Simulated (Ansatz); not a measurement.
**BH₃+ (quartet): from Hartree-Fock to the top rungs, cc-pVDZ**

The task here is to estimate one member of a computed series from the others.

Method: cc-pVDZ, core rule «outside noble gas», up to 1 orbitals frozen; program: Ansatz 0.2.0, Gaussian basis.

The runs, in order: UHF; CCSD(T) on ROHF; CCSD(T) on UHF; BCCD(T) on ROHF; CISD; CCSDT(Q) on ROHF; CCSDT(Q) on UHF; CISDTQ; Full CI.

29 further runs of the same task are left out: 6 for a known fault of the program, 9 that didn't finish, 14 set aside as unsound or not needed.

## What is computed

The geometry is a PBE0/def2-TZVP stationary point (not a proven minimum) of the parent state, kept for this charge and spin.

4 atoms, charge 1, spin multiplicity 4.

Atoms are counted from 1 here; the program's logs count them from 0.

Bond lengths: B1–H2 1.281 Å, B1–H3 1.186 Å, B1–H4 1.281 Å. Angles: H2–B1–H3 117.7°, H2–B1–H4 49.8°, H3–B1–H4 117.7°.

The first run:

File in.yaml:

```yaml
crystal:
  periodic: [false, false, false]
  atoms:
    - {symbol: B, position_ang: [-0.114887, 0.000009, 0.089052]}
    - {symbol: H, position_ang: [0.311423, 0.539087, -0.991887]}
    - {symbol: H, position_ang: [0.609492, -0.000048, 1.028622]}
    - {symbol: H, position_ang: [0.311340, -0.539134, -0.991888]}
basis:
  gaussian: {orbitals: cc-pVDZ}
total_charge: 1
magnetization: {spin_polarized: true, initial_magnetization: 3}
hamiltonian: {xc: hf}
output: {orbitals: {seedname: orbitals}}
```

Run with:

```bash
> ansatz run in.yaml --threads 1 --pin off --events-out ev --progress --plain --max-ram 2393MiB
```

Among the steps run: UHF; CCSD(T) on ROHF; CCSD(T) on UHF; BCCD(T) on ROHF; CISD; CCSDT(Q) on ROHF; CCSDT(Q) on UHF; CISDTQ; Full CI.

One of the session's tables, all rows but one given; the rest of the session is left out.

```
   method  from FCI (meV)
     ROHF         +2036.1
      UHF         +1999.2
     RMP2          +524.7
     UMP2          +528.7
     CISD           +49.7
    RCCSD           +59.7
    UCCSD               ?
 RCCSD(T)           +16.3
 UCCSD(T)           +15.9
  BCCD(T)           +16.1
   RCCSDT            +0.8
   UCCSDT            +0.4
   CISDTQ            +0.1
RCCSDT(Q)            +0.1
UCCSDT(Q)            -0.4
      FCI               0
```

Estimate the missing values for UCCSD.

**Answer.** from FCI (meV): +59.0. In the column «from FCI (meV)» it lies between CISD (+49.7) and RCCSD (+59.7).

Limits of these values: Levels on UHF freeze UHF's core orbitals, full CI those of ROHF, so the U rows can settle a little off it for that reason alone. Restricted and unrestricted rows rest on different reference determinants; where their highest levels disagree by more than a few hundredths of an eV, they describe different states and don't form one ladder.
